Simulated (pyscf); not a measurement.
Thermochemistry of product channels of `[F][GeH]([F])[F]` + `[OH2]` on the singlet surface, in kcal/mol, from ωB97M-D3(BJ)/def2-TZVP energies (ideal gas, 1 atm, RRHO with modes under 100 cm⁻¹ raised to 100, one conformer, R ln 2 for chiral ones without a mode under 150 cm⁻¹). Optimised with ωB97X-D3(BJ)/def2-SVP in PySCF.

```tsv
products	ΔE	ΔH(298 K)	ΔG(298 K)	ΔG(900 K)
`[OH][Ge]([F])([F])[F]` + `[H][H]`	-2.9	-6.0	-4.9	-4.3
`[FH]` + `[OH][GeH]([F])[F]`	(withheld)	+4.6	+4.4	+3.3
```

### Question
Some entries are withheld; supply them.

### Answer

- `[FH]` + `[OH][GeH]([F])[F]`, ΔE: +5.0

These are energies of the channels, which say nothing of barriers. Elements up to Kr have no core potential and no relativistic terms here.
